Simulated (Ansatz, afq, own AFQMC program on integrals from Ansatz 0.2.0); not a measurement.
# Where AFQMC and coupled cluster stand for AlSiH₂, doublet

```csv
atom,x (Å),y (Å),z (Å)
Si,0.0000,0.0000,1.2743
Al,0.0000,0.0000,-1.1788
H,0.0000,-1.3806,-1.9769
H,0.0000,1.3806,-1.9769
```

Connectivity, by distances: Si–AlH2.

Basis cc-pVDZ. Noble-gas cores (and the filled d shells of Ga–Kr and In–Xe) are frozen. Integrals, coupled cluster, full CI and functionals: Ansatz 0.2.0; the random walks run on the same integrals in our own AFQMC program. The CISD trial takes its coefficients from CCSD amplitudes. Released means that phaseless walkers are propagated on without the constraint, phases kept. Uncertainties: one standard error, sampling alone.

Determinant: ROHF, the one that the program's search chose, which needn't be the lowest solution. The geometry is a point of a scan.

No full CI on the walks' own integrals is used here; CCSDT(Q) serves as the reference and is uncertain by about the last step of the cluster series.

Cautions: higher spins were not checked; a spin-contaminated unrestricted determinant lies lower (UHF 210 meV lower, ⟨S²⟩ 1.26).

The T1 diagnostic is 0.0204. The weight of the determinant in the CISD state is 0.870. The size of the correlated space is 9 electrons in 36 orbitals.

| level | correlation energy (eV) |
| --- | --- |
| MP2 | -3.4446 |
| CCSD | -4.5058 |
| CCSD(T) | -4.6220 |

Q: Estimate where phaseless AFQMC with the Hartree–Fock trial lies against CCSD(T) on the same integrals.

A: 4.9 ± 3.9 kJ/mol below CCSD(T). The gap is under twice the noise, so this walk alone can't tell the two apart.

Reference: CCSDT(Q), correlation energy -4.662 eV. The released energy is read at 2.40 1/Eh (meV from the phaseless value at times in 1/Eh: 5 ± 8 at 0.24, -1 ± 7 at 0.51, -22 ± 12 at 0.99, -12 ± 9 at 1.62, -27 ± 14 at 2.40).

| level | E − E(reference) (kJ/mol) | share of correlation (%) |
| --- | --- | --- |
| CCSD(T) | 3.9 | 99.14 |
| CCSDT | 0.6 | 99.87 |
| ph-AFQMC/HF | -1.1 ± 3.9 | 100.24 |
| ph-AFQMC/CISD | 2.6 ± 0.7 | 99.43 |
| released AFQMC | 0.0 ± 1.3 | 100.00 |

A walk keeps the symmetry of its determinant, which the program's search chose and which needn't be the lowest solution, so a lower state of the same spin and another symmetry isn't excluded. Released energies are given only where the last usable release times agree within the noise; a slower fall can still hide under it.
